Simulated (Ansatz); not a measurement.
A CCSD(T) single point on hydrogen peroxide (`OO`).

```yaml
crystal:
  periodic: [false, false, false]
  atoms:
    - {symbol: O, position_ang: [-0.486807, -0.581139, 0.030594]}
    - {symbol: O, position_ang: [0.048310, 0.728361, 0.206874]}
    - {symbol: H, position_ang: [0.186354, -1.117019, 0.467398]}
    - {symbol: H, position_ang: [0.252142, 0.969797, -0.704867]}
basis:
  gaussian: {orbitals: cc-pV(D+d)Z}
correlation: {method: ccsd_t}
```

```sh
$ ansatz run in.yaml --threads 2 --pin off --events-out ev --progress --plain
```

Log, shortened:

```
Functional definition: HF
351 factors; integrals over basis functions are off by at most 7.8e-4 eV
mean field evaluation 1: about -4102.2306 eV, gradient 2.1e1 eV
mean field evaluation 2: about -4102.2326 eV, gradient 2.1e1 eV
mean field evaluation 4: about -4103.0743 eV, gradient 1.7e0 eV
mean field evaluation 8: about -4103.0815 eV, gradient 4.1e-5 eV
mean field -4103.08146770 eV, -150.7854627695 hartree, gradient 2.0e-6 eV, S^2 0.000000; 0 other end points of the search recorded, 0 dependent functions left out
2 core orbitals not correlated: weight in the atoms' cores, before any rotation towards them, 1.000 or more for the frozen orbitals, at most 0.000 for the correlated occupied ones
reference -4103.08146770 eV, -150.7854627695 hartree; 7, 7 occupied and 29, 29 virtual orbitals, 351 factors
second order -10.46361633 eV of doubles, -0.00000000 eV of singles
cycle   1  -10.54042600 eV  change   -7.7e-2 eV  update   5.7e-2
cycle   2  -10.80333061 eV  change   -2.6e-1 eV  update   1.8e-2
cycle   3  -10.85061703 eV  change   -4.7e-2 eV  update   7.4e-3
cycle   4  -10.85083333 eV  change   -2.2e-4 eV  update   1.8e-3
cycle   5  -10.85165998 eV  change   -8.3e-4 eV  update   7.2e-4
cycle   6  -10.85140050 eV  change    2.6e-4 eV  update   2.6e-4
cycle   7  -10.85128711 eV  change    1.1e-4 eV  update   9.4e-5
cycle   8  -10.85127428 eV  change    1.3e-5 eV  update   4.3e-5
cycle   9  -10.85127676 eV  change   -2.5e-6 eV  update   2.0e-5
cycle  10  -10.85128045 eV  change   -3.7e-6 eV  update   7.1e-6
perturbative correction -0.24041680 eV, -0.0088351545 hartree
Total energy: -4114.17316496 eV, -151.1930751254 hartree
```

Hardware: 2 threads of a server CPU on a shared host. Wall time 0.2 s, peak host memory 0.09 GiB.

Correlation energy per correlated electron: -0.792 eV. T1 diagnostic: 0.0091.
